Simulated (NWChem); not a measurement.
# C2H2F4 (norflurane): levels of theory compared

Aim: a comparison of 4 runs (HF/STO-3G, HF/3-21G, B3LYP/6-31G*) of C2H2F4 (norflurane). 

The calculation is run with NWChem 7.3.0.

2 further runs of the same task are left out: 2 that didn't finish.

## Step 1: Starting point

C2H2F4: 8 atoms, total charge 0, spin state singlet. SMILES: `FCC(F)(F)F`. The shape is that of a PBE0-D4/def2-TZVP optimisation.

Bond lengths: F1–C2 1.364 Å, C2–C3 1.514 Å, C3–F4 1.332 Å, C3–F5 1.339 Å, C3–F6 1.332 Å, C2–H7 1.092 Å, C2–H8 1.092 Å. Some angles: F1–C2–C3 109.8°, C2–C3–F4 111.9°, C2–C3–F5 108.9°, C2–C3–F6 111.9°, F4–C3–F5 108.1°, F4–C3–F6 107.9°, F5–C3–F6 108.1°, F1–C2–H7 109.7°, F1–C2–H8 109.7°, C3–C2–H7 108.6°.

## Step 2: Energy and forces at HF/STO-3G (run 1)

run.py reads:

```python
from ase import Atoms
from ase.calculators.nwchem import NWChem

atoms = Atoms(['F', 'C', 'C', 'F', 'F', 'F', 'H', 'H'], positions=[
    [-0.224600, -1.506500, 0.915200],
    [-0.211200, -0.737800, -0.211700],
    [0.211200, 0.674300, 0.135500],
    [1.434400, 0.711300, 0.662400],
    [0.217100, 1.411800, -0.982100],
    [-0.624600, 1.243600, 1.002900],
    [0.502000, -1.148600, -0.930100],
    [-1.212300, -0.705100, -0.647900],
])

calc = NWChem(
    label='run',
    theory='scf',
    memory='2200 mb',
    basis='STO-3G',
    basispar='spherical bse',
    scf={'nopen': '0', 'rhf': None, 'thresh': '1e-08', 'maxiter': '80'},
)
atoms.calc = calc

forces = atoms.get_forces()
print(f"energy = {atoms.get_potential_energy():.6f} eV")
print("forces (eV/A):")
for s, f in zip(atoms.symbols, forces):
    print(f"{s:2s} {f[0]:10.5f} {f[1]:10.5f} {f[2]:10.5f}")
print("dipole (e A):", atoms.get_dipole_moment().round(4))
```

Run with:

```
$ export ASE_NWCHEM_COMMAND="nwchem PREFIX.nwi > PREFIX.nwo"
$ python run.py
```

The log of the run:

```text
energy = -12738.258546 eV
forces (eV/A):
F    -0.04109   -0.90030    1.16358
C    -0.62519   -1.95270   -0.71909
C    -0.00468    0.30576   -0.53165
F     2.60062   -0.06196    1.11360
F     0.03985    1.52029   -2.13412
F    -1.84795    1.08850    1.85042
H     0.00463   -0.01661   -0.38222
H    -0.12619    0.01702   -0.36057
dipole (e A): [-0.074  -0.1339 -0.239 ]
```

The calculator wrote run.nwi:

```
title "run"

permanent_dir run

scratch_dir run

start run

geometry units angstrom nocenter noautosym noautoz
  F  -2.2459999999999999e-01 -1.5065000000000000e+00 9.1520000000000001e-01
  C  -2.1120000000000000e-01 -7.3780000000000001e-01 -2.1170000000000000e-01
  C  2.1120000000000000e-01 6.7430000000000001e-01 1.3550000000000001e-01
  F  1.4343999999999999e+00 7.1130000000000004e-01 6.6239999999999999e-01
  F  2.1709999999999999e-01 1.4117999999999999e+00 -9.8209999999999997e-01
  F  -6.2460000000000004e-01 1.2436000000000000e+00 1.0028999999999999e+00
  H  5.0200000000000000e-01 -1.1486000000000001e+00 -9.3010000000000004e-01
  H  -1.2122999999999999e+00 -7.0509999999999995e-01 -6.4790000000000003e-01
end

memory 2200 mb

basis spherical bse noprint
   * library STO-3G
end

scf
  nopen 0
  rhf
  thresh 1e-08
  maxiter 80
end

task scf gradient
```

run.nwo:

```text
Northwest Computational Chemistry Package (NWChem) 7.3.0
             --------------------------------------------------------

           Job information
           ---------------

    nwchem branch   = 7.3.0
    use scalapack   = T
    input           = run.nwi
    prefix          = run.
    data base       = run/run.db
    status          = startup
    nproc           =        1

           Memory information
           ------------------

    heap     =     72089598 doubles =      550.0 Mbytes
    stack    =     72089595 doubles =      550.0 Mbytes
    global   =    144179200 doubles =     1100.0 Mbytes (distinct from heap & stack)
    total    =    288358393 doubles =     2200.0 Mbytes
    verify   = yes
    hardfail = no

           Directory information
           ---------------------

  0 permanent = run
  0 scratch   = run

                                NWChem Input Module
                                -------------------

                                        run
                                        ---

[... 124 lines left out ...]
 Convergence threshold     :          1.000E-08
[... 13 lines left out ...]
       Final RHF  results
[... 3 lines left out ...]
      One-electron energy =  -1199.554123477608
[... 1 line left out ...]
 Nuclear repulsion energy =    273.039980764060
[... 40 lines left out ...]
                       ROHF Final Molecular Orbital Analysis
[... 208 lines left out ...]
     1   1 0 0     -0.139884      0.000000     12.302872
[... 8 lines of this table left out ...]
     2   0 0 2    -21.808711      0.000000    110.289342

                              NWChem Gradients Module
                              -----------------------

                                        run

  wavefunction    =   RHF

                         RHF ENERGY GRADIENTS

    atom               coordinates                        gradient
                 x          y          z           x          y          z
   1 F      -0.424432  -2.846872   1.729477    0.000799   0.017508  -0.022628
   2 C      -0.399110  -1.394240  -0.400055    0.012158   0.037974   0.013984
   3 C       0.399110   1.274242   0.256058    0.000091  -0.005946   0.010339
[... 4 lines of this table left out ...]
   8 H      -2.290915  -1.332446  -1.224353    0.002454  -0.000331   0.007012

                 ----------------------------------------
                 |  Time  |  1-e(secs)   |  2-e(secs)   |
                 ----------------------------------------
                 |  CPU   |       0.00   |       0.13   |
                 ----------------------------------------
                 |  WALL  |       0.00   |       0.13   |
                 ----------------------------------------

 Task  times  cpu:        1.5s     wall:        1.5s
 Total times  cpu:        1.5s     wall:        1.5s
```

It took 2.5 s on 1 thread of AMD EPYC 9R14 (Zen 4), shared host; peak memory 0.1 GiB.

## Step 3: Energy and gradient at HF/3-21G (run 2)

input.nw reads:

```
start input
title "C2H2F4 hf"
memory 2200 mb
geometry units bohr noautosym nocenter noautoz
  F  -0.42443249 -2.84687241  1.72947735
  C  -0.39911016 -1.39423993 -0.40005502
  C   0.39911016  1.27424233  0.25605789
  F   2.71062315  1.34416219  1.25175458
  F   0.41025954  2.66791534 -1.85590003
  F  -1.18032294  2.35006341  1.89520633
  H   0.94864251 -2.17053943 -1.75763427
  H  -2.29091498 -1.33244589 -1.22435356
end
basis spherical bse
  F library 3-21G
  C library 3-21G
  H library 3-21G
end
scf
  thresh 1e-08
  maxiter 80
  noprint "final vectors analysis"
end
task scf gradient
```

Run with:

```
$ nwchem input.nw > input.out
```

The log of the run:

```text
[...]
  functions       =    58
[...]
  wavefunction    = RHF
[...]
         Total SCF energy =   -472.088091243630
      One-electron energy =  -1199.650014921387
      Two-electron energy =    454.521962563752
 Nuclear repulsion energy =    273.039961114004
        Time for solution =      1.4s
[...]
                         RHF ENERGY GRADIENTS
    atom               coordinates                        gradient
                 x          y          z           x          y          z
   1 F      -0.424432  -2.846872   1.729477   -0.000599   0.011285  -0.021333
   2 C      -0.399110  -1.394240  -0.400055    0.001415  -0.013566   0.029727
   3 C       0.399110   1.274242   0.256058    0.005499   0.019322   0.003382
   4 F       2.710623   1.344162   1.251755   -0.013613   0.000707  -0.005047
   5 F       0.410260   2.667915  -1.855900    0.000579  -0.004840   0.011054
   6 F      -1.180323   2.350063   1.895206    0.010110  -0.005430  -0.008979
   7 H       0.948643  -2.170539  -1.757634    0.008336  -0.006338  -0.006052
   8 H      -2.290915  -1.332446  -1.224354   -0.011728  -0.001141  -0.002752
[...]
```

Run time: 2.2 s. Hardware: 1 thread of AMD EPYC 9R14 (Zen 4), shared host; peak memory 0.1 GiB.

Run 3 isn't shown in full; the table further down has it.

## Step 4: Energy and forces at B3LYP/6-31G(d) (Cartesian functions) (run 4)

c2h2f4.nw reads:

```
start c2h2f4
memory 2200 mb
geometry units angstrom noautosym nocenter noautoz
   F       -0.224600      -1.506500       0.915200
   C       -0.211200      -0.737800      -0.211700
   C        0.211200       0.674300       0.135500
   F        1.434400       0.711300       0.662400
   F        0.217100       1.411800      -0.982100
   F       -0.624600       1.243600       1.002900
   H        0.502000      -1.148600      -0.930100
   H       -1.212300      -0.705100      -0.647900
end
basis "ao basis" cartesian
   F library 6-31G*
   C library 6-31G*
   H library 6-31G*
end
dft
   xc b3lyp
   grid fine
   convergence energy 1e-08
   maxiter 100
   mulliken
   print medium
end
task dft gradient
```

Run with:

```
$ nwchem c2h2f4.nw > c2h2f4.out
```

The log of the run:

```text
[...]
          Wavefunction type:  closed shell.
          No. of atoms     :     8
          No. of electrons :    50
[...]
          Charge           :     0
          Spin multiplicity:     1
[...]
          AO basis - number of functions:    94
[...]
              XC Information
              --------------
                         B3LYP Method XC Potential
                     Hartree-Fock (Exact) Exchange  0.200
                        Slater Exchange Functional  0.800 local
                    Becke 1988 Exchange Functional  0.720 non-local
              Lee-Yang-Parr Correlation Functional  0.810
                  VWN I RPA Correlation Functional  0.190 local
[...]
 d= 0,ls=0.0,diis     1   -476.5688190655 -7.50D+02  2.02D-02  1.97D+00     1.4
[...]
 d= 0,ls=0.0,diis     8   -476.7703246259  8.45D-09  3.78D-06  5.02D-07     8.7
         Total DFT energy =     -476.770324625863
      One electron energy =    -1204.104455855110
           Coulomb energy =      507.827744804759
    Exchange-Corr. energy =      -53.533594339572
 Nuclear repulsion energy =      273.039980764060
[...]
      Total Density - Mulliken Population Analysis
     ---------------------------------------------
    Atom       Charge   Shell Charges
 -----------   ------   -------------------------------------------------------
    1 F    9     9.28   1.99  0.94  3.31  0.98  2.00  0.06
    2 C    6     6.04   1.99  0.70  2.05  0.54  0.69  0.06
    3 C    6     5.24   1.99  0.73  1.84  0.16  0.40  0.12
    4 F    9     9.25   1.99  0.95  3.32  0.96  1.97  0.06
    5 F    9     9.26   1.99  0.95  3.32  0.97  1.98  0.05
    6 F    9     9.25   1.99  0.95  3.32  0.96  1.97  0.06
    7 H    1     0.84   0.54  0.30
    8 H    1     0.84   0.54  0.30
[...]
  wavefunction    = closed shell
                         DFT ENERGY GRADIENTS
    atom               coordinates                        gradient
                 x          y          z           x          y          z
   1 F      -0.424432  -2.846872   1.729477   -0.000084   0.005276  -0.008755
   2 C      -0.399110  -1.394240  -0.400055    0.000520  -0.001688   0.005629
   3 C       0.399110   1.274242   0.256058    0.001510   0.005292   0.001132
   4 F       2.710623   1.344162   1.251754   -0.011262   0.000976  -0.004719
   5 F       0.410260   2.667915  -1.855900    0.000190  -0.006181   0.010797
   6 F      -1.180323   2.350063   1.895206    0.008382  -0.004102  -0.007969
   7 H       0.948642  -2.170539  -1.757634   -0.000374   0.000404   0.002067
   8 H      -2.290915  -1.332446  -1.224353    0.001117   0.000023   0.001818
[...]
```

It took 11 s on 1 thread of AMD EPYC 9R14 (Zen 4), shared host; peak memory 0.12 GiB.

## Step 5: Overview of the runs

| run | level | iteration cap | module | energy (Eh) | dipole moment (D) | HOMO energy (eV) | LUMO energy (eV) | wall time |
| --- | --- | --- | --- | --- | --- | --- | --- | --- |
| 1 | HF/STO-3G | 80 | scf | -468.122371 | 1.36 | -10.70 | 13.67 | 2.5 s |
| 2 | HF/3-21G | 80 | scf | -472.088091 | 2.46 | – | – | 2.2 s |
| 3 | B3LYP/6-31G* (spherical functions) | 100 | dft | -476.765136 | 1.75 | -9.66 | 2.11 | 22 s |
| 4 | B3LYP/6-31G* (Cartesian functions) | 100 | dft | -476.770325 | 1.75 | -9.67 | 2.09 | 11 s |

## Step 6: Results

| quantity | value |
| --- | --- |
| run 4: total energy | -476.77032 Eh |
| run 4: dipole moment | 1.75 D |
| run 4: HOMO energy | -9.67 eV |
| run 4: LUMO energy | 2.09 eV |
| run 4: HOMO–LUMO gap | 11.76 eV |
| run 4: largest force on an atom | 0.640 eV/Å |

The dipole moment (its size) runs from 1.36 D (HF/STO-3G) to 2.46 D (HF/3-21G). Over runs 1, 3, 4 the HOMO–LUMO gap runs from 11.76 eV (B3LYP/6-31G*) to 24.37 eV (HF/STO-3G). The two ends differ in method and basis. In run 1 the basis is minimal, so the values are rough. All runs together took 38 s, the longest 22 s.
